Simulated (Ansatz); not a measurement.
# CH3: the cost of one run

Program: Ansatz 0.2.0. Level of theory: the levels named in each step. These are calculated values, not measurements.

### Step 1. The system as given

Bond lengths: C1–H2 1.103 Å, C1–H3 1.103 Å, C1–H4 1.103 Å. Angles: H2–C1–H3 119.9°, H2–C1–H4 120.0°, H3–C1–H4 120.1°.

Coordinates:

```xyz
4

C     0.0000    0.0001   -0.0002
H     1.0466   -0.3342    0.0946
H    -0.8113   -0.7440   -0.0656
H    -0.2344    1.0771   -0.0286
```

### Step 2. A rough first relaxation, PBE-D4/def2-SVP

This run stands in another session on the same molecule. It ended at:

```xyz
4

C     0.0001   -0.0002    0.0002
H     1.0572   -0.3373    0.0954
H    -0.8196   -0.7510   -0.0664
H    -0.2369    1.0875   -0.0291
```

### Step 3. Relaxation, PBE0-D4/def2-TZVPP

This run stands in another session on the same molecule. It ended at:

```xyz
4

C     0.0002   -0.0002    0.0000
H     1.0373   -0.3309    0.0937
H    -0.8041   -0.7367   -0.0651
H    -0.2325    1.0668   -0.0284
```

### Step 4. Frequencies, PBE0-D4/def2-TZVPP

File input.yaml:

```yaml
crystal:
  periodic: [false, false, false]
  atoms:
    - { symbol: C, position_ang: [0.00022015, -0.00023091, -4.158e-05] }
    - { symbol: H, position_ang: [1.03726957, -0.33086617, 0.09368726] }
    - { symbol: H, position_ang: [-0.80413263, -0.73668235, -0.0650787] }
    - { symbol: H, position_ang: [-0.23247709, 1.06682944, -0.02842697] }
total_charge: 1
basis:
  gaussian: { orbitals: def2-TZVPP }
hamiltonian:
  xc: pbe0
  dispersion: d4
phonons: {}
```

Started as:

```bash
$ ansatz run input.yaml --threads 2 --pin off --max-ram 5120MiB --backend cpu --events-out ev --progress --plain --runs-dir out
```

What time and memory should one allow on 2 threads of Oxide Virtual Turin-like (Zen 5), shared host?

About 4.3 s, with a peak of 0.12 GiB.
